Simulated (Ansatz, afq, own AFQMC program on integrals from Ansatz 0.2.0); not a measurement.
Integrals from Ansatz 0.2.0, then the random walk in our own AFQMC program (afq).

```yaml
crystal:
  periodic: [false, false, false]
  atoms:
    - {symbol: Si, position_ang: [0.000000, -0.003907, 1.566064]}
    - {symbol: Ge, position_ang: [0.000000, -0.023839, -0.584529]}
    - {symbol: H, position_ang: [0.000000, 1.326646, 0.522598]}
    - {symbol: H, position_ang: [0.000000, 0.500279, -2.034109]}
basis:
  gaussian: {orbitals: cc-pVTZ}
total_charge: 1
magnetization: {spin_polarized: false, initial_magnetization: 1}
correlation: {method: ccsd_t, electrons: outside_noble_gas, hamiltonian_folder: ham}
```

```sh
$ ansatz run in.yaml --threads 1 --pin off --events-out ev --progress --plain --max-ram 16896MiB --backend cuda --devices 0, --max-vram 18GiB
```

Options of the walk:

```
--method phaseless --trial cisd --walkers 800 --populations 20 --least-time 60 --time-step 0.005 --steps-per-block 50 --equilibration-blocks 28 --max-blocks 4000 --target-error 0.00018 --factor-cut 1e-05 --start spin_pure --seed 2179 --release-times 0.24,0.51,0.99,1.62,2.4 --release-step 0.03 --release-every 3 --taylor-order 6
```

Times are imaginary, in 1/Eh. The walk had a cap of 239 s. With eight or more populations the least sampling time is a fifth of least-time, and the error comes from their spread. Filled inner d shells are frozen with the cores.

```
orbitals 86  electrons 5 4  factors 594 of 646
reference energy -2365.15392790 Eh
CCSD correlation -0.21509313 Eh in 11 cycles, weight of the determinant in the CISD state 0.8606
energy of the start -2365.369021 Eh
 block  time / (1/Eh)  mean weight  energy / Eh
     1     0.250  0.9996  -2365.366390
     2     0.500  1.0003  -2365.367995
     3     0.750  0.9998  -2365.370108
     4     1.000  1.0000  -2365.372039
     5     1.250  0.9994  -2365.373468
     7     1.750  1.0004  -2365.376482
     9     2.250  0.9999  -2365.378193
    11     2.750  0.9997  -2365.379430
    21     5.250  0.9995  -2365.379465
    31     7.750  1.0001  -2365.381946
    41    10.250  0.9993  -2365.380414
    51    12.750  1.0006  -2365.380065
    61    15.250  0.9996  -2365.381125
    71    17.750  0.9996  -2365.382004
    81    20.250  1.0010  -2365.379691
    91    22.750  1.0003  -2365.380701
   101    25.250  1.0003  -2365.380333
   111    27.750  1.0001  -2365.381573
   121    30.250  1.0003  -2365.382077
   131    32.750  0.9999  -2365.382047
   141    35.250  1.0000  -2365.379406
   151    37.750  0.9998  -2365.381577
   156    39.000  1.0000  -2365.383698
   161    40.250  1.0001  -2365.380598
   171    42.750  1.0003  -2365.381515
   181    45.250  0.9999  -2365.379887
   191    47.750  1.0001  -2365.381465
   201    50.250  0.9998  -2365.380459
   211    52.750  0.9998  -2365.380488
   216    54.000  0.9999  -2365.380102
error from the spread of 20 populations
released: time / (1/Eh)  energy / Eh  error  mean overlap
  0.24  -2365.381181  0.000144  1.0000
  0.51  -2365.381192  0.000132  1.0017
  0.99  -2365.381351  0.000145  1.0031
  1.62  -2365.381581  0.000131  1.0001
  2.40  -2365.381681  0.000162  0.9929
energy -2365.380956 +/- 0.000174 Eh
(rows thinned)
```

(1) Estimate how long the walk took on 1 × NVIDIA H100 80GB HBM3 with 2 threads of AMD EPYC 7R13 Processor (Zen 3), with other jobs on the host (the card was shared).

The run passed its tests (sampling time, drift between the halves within three errors, error under three times the target), which doesn't prove that it has relaxed.

Against this walk (error 4.7 meV) on the same determinant: CCSD(T) 38.9 meV higher, CCSDT(Q) 19.9 meV lower. The error is statistical and leaves out the bias of the constraint. The released energies are still falling (meV from the phaseless value at times in 1/Eh: -6 ± 4 at 0.24, -6 ± 4 at 0.51, -11 ± 4 at 0.99, -17 ± 4 at 1.62, -20 ± 4 at 2.40), so they give no level; they do show a bias of the constraint, and the last of them that isn't too noisy lies 0 meV above CCSDT(Q).

Cautions: constraint bias not in the error; no relativity below Rb; no spin-orbit coupling; inner d shell frozen.

## Answers

(1) 3.9 min of wall time.

CCSDT and higher add their correlation energy to the determinant of the CCSD(T) run, since their own runs factorise the integrals more tightly (a shift of under 2 meV). A walk keeps the symmetry of its determinant, which the program's search chose and which needn't be the lowest solution, so a lower state of the same spin and another symmetry isn't excluded.
